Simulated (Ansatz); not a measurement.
**Low quartet and sextet states of SiP by full CI**

```xyz
2

Si    0.0000    0.0000    0.0000
P     0.0000    0.0000    2.3430
```

Basis 6-31G; Ansatz 0.2.0. Only valence electrons are correlated (noble-gas cores frozen), which leaves 9 electrons in 16 orbitals.

Task: From the orbital picture of this species, estimate the order, symmetries and energies of the lowest 3 quartet and 1 sextet states at this geometry (other spins aside; irreps A1, B1, B2, A2 in the program's axes; members of a degenerate level count singly).

Result: Full CI in 6-31G gives:
| 2S+1 | irrep | energy above the lowest listed (eV) |
| --- | --- | --- |
| 4 | A1 | 0.000 |
| 4 | B2 | 0.318 |
| 4 | B1 | 0.319 |
| 6 | A1 | 1.287 |

87 s on 1 thread of Intel Xeon Platinum 8259CL, shared host.
